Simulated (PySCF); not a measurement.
Species: HSiF (singlet state).
SMILES with atom numbers: `[F:1][SiH:2]`

Geometry (GFN2-xTB, Å), atoms numbered from 1 in this order:
```
atom  x, y, z in Å
F1     1.184   -0.324   -0.002
Si2   -0.091    0.709   -0.013
H3    -1.082   -0.388    0.002
```

Computed with delta-SCF UKS SCAN, pcX-2 on the ionised atom, pcseg-1 elsewhere, spin-free X2C in PySCF 2.14.0. Every row has its own mixed basis.

| ionised atom | basis functions | E(ground) (Eh) | binding energy (eV) |
| --- | --- | --- | --- |
| F1 | 68 | -390.59155 | 692.446 |
| Si2 | 79 | -390.59978 | 1849.103 |

Question: Fill in the total energy of each core-ionised state.

Answer: With binding energy = E(ionised) − E(ground) and 27.2114 eV a hartree:

```csv
atom,binding energy (Eh),E(ionised) (Eh)
F1,25.4469,-365.1446
Si2,67.9533,-322.6465
```

Question: How much do the ground-state energies differ, and what would follow from using one of them for all holes?

Answer: They run from -390.5998 Eh (core basis on Si2) to -390.5915 Eh (on F1), 0.0083 Eh or 0.23 eV apart, though the state is the same; only basis and grid differ. Pairing the ion of F1 with the ground state of Si2 would put its binding energy 0.23 eV too high.

Only 1s holes are shown. Isolated species at its GFN2-xTB geometry, gas phase.
